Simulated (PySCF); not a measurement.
**Potential energy of AlN along the bond**

Set-up: basis Al def2-TZVPP, N def2-TZVPP; no relativity; PySCF 2.14. Energies in eV from Al + N in their ground configurations at the same level. State: ³Π (triplet), unpaired electrons σ ↑, π ↑.

All columns are HSE06. A positive dipole means Al(−)N(+).

```tsv
R (Å)	E (eV)	μ (D)	Mulliken charge on Al (basis-dependent)	HOMO (eV)	LUMO (eV)	Mayer bond order	⟨S²⟩
1.541	-1.659	-2.39	0.38	-6.62	-4.24	1.88	2.01
1.613	-2.190	-2.46	0.35	-6.65	-4.07	1.84	2.02
1.685	-2.476	-2.52	0.33	-6.44	-3.91	1.77	2.02
1.738	-2.575	-2.57	0.32	-6.29	-3.84	1.71	2.02
1.792	-2.603	-2.64	0.32	-6.15	-3.80	1.64	2.03
1.846	-2.575	-2.72	0.32	-6.00	-3.75	1.57	2.03
1.917	-2.479	-2.84	0.33	-5.81	-3.68	1.48	2.04
2.007	-2.295	-3.04	0.35	-5.57	-3.58	1.36	2.04
2.115	-2.023	-3.30	0.37	-5.29	-3.46	1.24	2.06
2.258	-1.633	-3.64	0.39	-4.92	-3.33	1.12	2.11
```

A fit through these points gives, at Re = 1.789 Å, μ = -2.63 D and dμ/dR = -1.29 D/Å; the reduced mass is 9.219 u.

Q: How strong is the fundamental in the double-harmonic approximation, I = 42.26·(dμ/dR)²/μred km/mol?

A: I = 42.26·(-1.29)²/9.219 = 7.63 km/mol at HSE06.

The state was picked by a PBE0 search and need not be the measured ground state.
